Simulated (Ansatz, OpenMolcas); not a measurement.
**Worked example: vertical ionisation energy of CHNS (isothiocyanic acid)**

CHNS has 4 atoms, charge 0, and is taken as a singlet. As SMILES, `N=C=S`. The shape is that of a PBE0-D4/def2-TZVP optimisation.

Both states at this one shape; open shells run unrestricted unless said. 1 Eh = 27.2114 eV.

| level | program | singlet CHNS (Eh) | doublet CHNS+ (Eh) |
| --- | --- | --- | --- |
| revPBE/STO-3G | Ansatz | -485.917843 | -485.640366 |
| M06-L/def2-TZVP | OpenMolcas | -491.677101 | -491.313476 |
| wB97M-V/STO-3G | Ansatz | -486.025633 | -485.756040 |
| PBE-QIDH/def2-TZVP, 7 core orbitals frozen | Ansatz | -491.331325 | -490.959130 |

Problem. Work out the vertical ionisation energy at each level.

Solution. 
1. revPBE/STO-3G: -485.640366 − (-485.917843) = 0.277477 Eh = 7.55 eV.
2. M06-L/def2-TZVP: -491.313476 − (-491.677101) = 0.363625 Eh = 9.89 eV.
3. wB97M-V/STO-3G: -485.756040 − (-486.025633) = 0.269593 Eh = 7.34 eV.
4. PBE-QIDH/def2-TZVP: -490.959130 − (-491.331325) = 0.372195 Eh = 10.13 eV.

No measured value is set beside it here; the levels span 7.34 to 10.13 eV. Minimal sets are far from the basis-set limit. The second state is spin-contaminated at PBE-QIDH/def2-TZVP (⟨S²⟩ = 0.85).
